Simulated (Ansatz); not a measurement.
**HAlC, triplet in 6-31G: errors against full CI**

Geometry: a point of a breathe scan, not a stationary point.

| atom | x (Å) | y (Å) | z (Å) |
| --- | --- | --- | --- |
| Al | 0.0000 | 0.0000 | 0.1181 |
| C | 0.0000 | 0.0000 | -2.0357 |
| H | 0.0000 | 0.0000 | 1.9175 |

Basis 6-31G; Ansatz 0.2.0. Only valence electrons are correlated (noble-gas cores frozen), which leaves 8 electrons in 18 orbitals. R marks a restricted (for open shells ROHF) determinant, U an unrestricted one. Active spaces: pair = (4e, 4o) about the gap; valence = (8e, 9o) chosen from the atoms' valence shells.

Full CI is exact within this basis and frozen core; it isn't the basis-set limit. The frozen core follows each run's orbitals, which can shift R against U totals by a few meV.

Unrestricted rows (U) aren't spin-pure: their determinants' ⟨S²⟩ exceeds S(S+1) by up to 0.49, so they mix in states of higher spin. For open shells CISD and CISDTQ are restricted-active-space CI with the open shells as a complete middle space.

The UHF ⟨S²⟩ is 2.489 and the T1 diagnostic (RCCSD) is 0.0730. The largest doubles amplitude (RCCSD) is 0.142 and the T1 diagnostic (UCCSD) is 0.0987.

| level | E − E(full CI) (meV) | share of correlation (%) | wall time |
| --- | --- | --- | --- |
| RHF | 3525 | 0.00 | – |
| UHF | 3208 | 8.98 | – |
| RMP2 | 1195 | 66.10 | – |
| UMP2 | 1359 | 61.43 | – |
| CISD | 458 | 87.01 | 2.4 s |
| RCCSD | 248 | 92.97 | – |
| UCCSD | 251 | 92.87 | – |
| RCCSD(T) | 82 | 97.67 | 7 s |
| UCCSD(T) | 96 | 97.29 | 18 s |
| BCCD(T)* | 100 | 97.15 | 6.5 s |
| RCCSDT | 16 | 99.55 | – |
| UCCSDT | 15 | 99.57 | – |
| CISDTQ | 17 | 99.52 | 17 s |
| RCCSDT(Q) | -2 | 100.06 | 14 s |
| UCCSDT(Q) | -10 | 100.28 | 25 s |
| RCCSDTQ | 1 | 99.97 | 87 s |
| UCCSDTQ | 1 | 99.98 | 1.7 min |
| CASSCF (pair space) | 2821 | 19.98 | – |
| NEVPT2 (pair space) | 984 | 72.09 | 2.5 s |
| MRCISD (pair space) | 347 | 90.17 | – |
| MRCISD+Q (pair space) | 61 | 98.26 | 3.3 s |
| CASSCF (valence space) | 973 | 72.41 | – |
| NEVPT2 (valence space) | 266 | 92.44 | 8 s |
| MRCISD (valence space) | 38 | 98.92 | – |
| MRCISD+Q (valence space) | 16 | 99.54 | 12 s |

An asterisk marks runs whose energy the program itself flagged as in doubt.

The correlation energy at full CI, counted from RHF, is -3.525 eV. That run took 62 s on 1 thread of Intel Xeon, shared host over 2,340,352 determinants.

Times hold each run's SCF and search for its determinant on a shared host, so for small cases they say little of a method's own cost; they ran on 1 thread of Intel Xeon.

More than 5 meV below full CI, which no variational method can be: UCCSDT(Q).

The full-CI state has the irrep A2 of C2v, in the program's axes (one component, if the state is degenerate).

Natural occupations of full CI about the gap: 1.961 1.941 1.837 0.966 0.966 0.155 0.057 0.057 0.027 0.010; effectively unpaired electrons, Σ n²(2−n)², 2.21.
